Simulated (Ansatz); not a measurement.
Isomers of C₃H₅F₂, relaxed with PBE0-D4/def2-TZVP in Ansatz; electronic energies, one conformer each and not always the lowest. Functionals use def2-TZVPP; CBS adds triple-zeta CCSD(T) − MP2 to the MP2 limit of def2-TZVPP and def2-QZVPP.

Task: Order them by energy at frozen-core CCSD(T)/CBS, lowest first. (An estimate is asked.)
A. `C[C](F)CF`•
B. `[CH2]C(F)CF`•
C. `[CH2]CC(F)F`•

Result: C (0.0 kcal/mol), A (3.6 kcal/mol), B (9.7 kcal/mol).

Task: How do ωB97M-V, r2SCAN-D4, HF/CBS(def2), B3LYP-D4 place them (kcal/mol, against `[CH2]CC(F)F`•)? (Best estimate.)

Result: Computed: 
```
        isomer  ωB97M-V  r2SCAN-D4  HF/CBS(def2)  B3LYP-D4
  `C[C](F)CF`•      2.4        2.2           5.7       0.7
`[CH2]C(F)CF`•     10.1       10.6           9.5       9.3
```

B3LYP here is the variant with VWN-RPA as its local correlation; programs differ in this.
